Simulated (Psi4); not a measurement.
**Run times for CF3 (trifluoromethyl radical)**

The species is CF3 (4 atoms), meant as a doublet with charge 0. SMILES: `F[C](F)F`. The coordinates come from a PBE0-D4/def2-TZVP relaxation.

```xyz
4

F    -1.2275    0.0249    0.2654
C    -0.0395   -0.0595   -0.2867
F     0.6589   -1.0449    0.2273
F     0.6081    1.0795   -0.2059
```

Program: Psi4 1.11. Hardware: 1 thread of AMD EPYC (Zen 3), shared host, so times are rough. Two-electron integrals are exact unless an approximation is named.

(1) Estimate their order by wall time, quickest first.
A. energy of the singlet cation at B3LYP/6-31G* (spherical functions), grid 99 radial × 590 angular
B. energy of the singlet cation at HF/STO-3G
C. energy at UHSE06/def2-SVPD, grid 99 radial × 590 angular

Answers

(1) B (4.8 s), A (15 s), C (71 s).
